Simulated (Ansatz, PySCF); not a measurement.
This Ansatz (an electronic-structure program) input computes a CCSD(T)/cc-pVDZ energy:

Ansatz 0.2 input:
```yaml
crystal:
  periodic: [false, false, false]
  atoms:
    - {symbol: C, position_ang: [-0.02065591, -0.69117402, 0.00191644]}
    - {symbol: C, position_ang: [0.00318902, 0.79171158, -0.00228017]}
    - {symbol: H, position_ang: [0.99466639, -1.11708979, 0.00736434]}
    - {symbol: H, position_ang: [-0.52510368, -1.08729619, 0.88639995]}
    - {symbol: H, position_ang: [-0.51775387, -1.09242584, -0.88441419]}
    - {symbol: H, position_ang: [0.07265744, 1.34947244, 0.92131550]}
    - {symbol: H, position_ang: [0.08033507, 1.34411399, -0.92848321]}
basis:
  gaussian:
    orbitals: cc-pVDZ
magnetization: {spin_polarized: true, initial_magnetization: 1}
correlation: {method: ccsd_t, electrons: outside_noble_gas}
```

**Question.** Write an input for the same energy in PySCF and say what it gives.

**Answer.** 
```python
from pyscf import gto, scf, mp, cc as ccmod

mol = gto.M(
    atom='''
    C    -0.02065591   -0.69117402    0.00191644
    C     0.00318902    0.79171158   -0.00228017
    H     0.99466639   -1.11708979    0.00736434
    H    -0.52510368   -1.08729619    0.88639995
    H    -0.51775387   -1.09242584   -0.88441419
    H     0.07265744    1.34947244    0.92131550
    H     0.08033507    1.34411399   -0.92848321
    ''',
    basis='cc-pvdz',
    charge=0,
    spin=1,
    verbose=4,
)

mf = scf.UHF(mol)
mf.conv_tol = 1e-10
mf.max_cycle = 100
mf.kernel()
mo, _, stable, _ = mf.stability(return_status=True)
if not stable:
    mf.kernel(mf.make_rdm1(mo, mf.mo_occ))
mp2 = mp.MP2(mf, frozen=2).run()
cc = ccmod.CCSD(mf, frozen=2)
cc.max_cycle = 100
cc.kernel()
et = cc.ccsd_t()
print(f'E(CCSD(T)) = {cc.e_tot + et:.9f}')
```
It gives -78.91562 Eh, and Ansatz -78.91562 Eh, a difference of 0.00 mEh.

It need not be the lowest isomer of its formula.
